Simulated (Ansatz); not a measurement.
# N2− (doublet): geometry optimisation

Aim: relax a generated start of N2− (doublet) and see which bonds hold.

Computed with Ansatz 0.2.0, Gaussian basis. Level: UKS PBE0/def2-TZVPD.

### Step 1. The system as given

2 atoms, charge -1, spin multiplicity 2.

Atoms are counted from 1 here; the program's logs count them from 0.

Bond lengths: N1–N2 1.321 Å.

Geometry (Å):

```xyz
2

N     0.0000    0.0000    0.0000
N     0.0000    0.0000    1.3206
```

The start is set by covalent radii. Sticks and bond lists go by distance. 

### Step 2. The run

Input file in.yaml:

```yaml
crystal:
  periodic: [false, false, false]
  atoms:
    - {symbol: N, position_ang: [0.000000, 0.000000, 0.000000]}
    - {symbol: N, position_ang: [0.000000, 0.000000, 1.320600]}
basis:
  gaussian: {orbitals: def2-TZVPD}
total_charge: -1
magnetization: {spin_polarized: true, initial_magnetization: 1}
hamiltonian: {xc: pbe0}
relax: {f_tol: 0.004, max_steps: 80}
```

Launch:

```
> ansatz run in.yaml --threads 1 --pin off --events-out ev --progress --plain --max-ram 2176MiB
```

**Question.** What will these runs give? Wanted: energy gained; shift from the start; total energy; ⟨S²⟩.

As calculated:

| quantity | value |
| --- | --- |
| steps | 6 |
| energy gained | 0.722 eV |
| shift from the start (rms) | 0.071 Å |
| total energy | -2976.1795 eV |
| ⟨S²⟩ | 0.753 |

The bonds of the start are those of the end. N1–N2 went from 1.321 to 1.178 Å. No vibrations were run, so this is a stationary point, not a proven minimum, and this spin need not be the ground state's.
